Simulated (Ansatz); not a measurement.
Molecule: C$_{2}$H$_{2}$, net charge 0, singlet state. 
Structure (B3LYP-D3(BJ)/def2-TZVP (Ansatz, an electronic-structure program) minimum search):
SMILES: C#C
```xyz
4

C      0.0000     0.0000    -0.5984
C      0.0000     0.0000     0.5984
H      0.0000     0.0000     1.6611
H      0.0000     0.0000    -1.6611
```
Charge 0, spin multiplicity 1.

Quantity: vertical ionisation energy (to the doublet state of charge +1; each state is the SCF solution reached for its spin), in eV. Valence correlation only, unless marked. UHF or UKS for open shells. No spin-orbit coupling. Non-relativistic. Basis-set limits of correlation are two-point, X^-3; Hartree-Fock from the larger set.

Measured: 11.49 eV (CCCBDB table in ASE); it holds spin-orbit and relativistic effects, which these rows lack, and core correlation, which the frozen-core levels lack. This is an older compilation, not checked against later work.

| level | program | vertical ionisation energy (eV) | error against measurement |
|---|---|---|---|
| SVWN5/def2-TZVPD | Ansatz | 11.77 | 0.28 |
| PBE/def2-TZVPD | Ansatz | 11.43 | -0.06 |
| r2SCAN/def2-TZVPD | Ansatz | 11.26 | -0.23 |
| PBE0/def2-TZVPD | Ansatz | 11.30 | -0.19 |
| BHLYP/def2-TZVPD | Ansatz | 11.05 | -0.44 |
| CAM-B3LYP/def2-TZVPD | Ansatz | 11.36 | -0.13 |
| wB97M-V/def2-TZVPD | Ansatz | 11.30 | -0.19 |
| wB97X-V/def2-TZVPD | Ansatz | 11.31 | -0.18 |
| CCSD/def2-SVPD | Ansatz | 11.28 | -0.21 |
| CCSD/aug-cc-pVTZ | Ansatz | 11.32 | -0.17 |
| CCSD/def2-TZVPPD | Ansatz | 11.30 | -0.19 |
| CCSD(T)/aug-cc-pVDZ | Ansatz | 11.38 | -0.11 |
| CCSD(T)/aug-cc-pVTZ | Ansatz | 11.48 | -0.01 |
| CCSD(T)/def2-TZVPPD | Ansatz | 11.46 | -0.03 |
| CCSD(T)/CBS(def2-TZVPPD,def2-QZVPPD) | Ansatz | 11.54 | 0.05 |
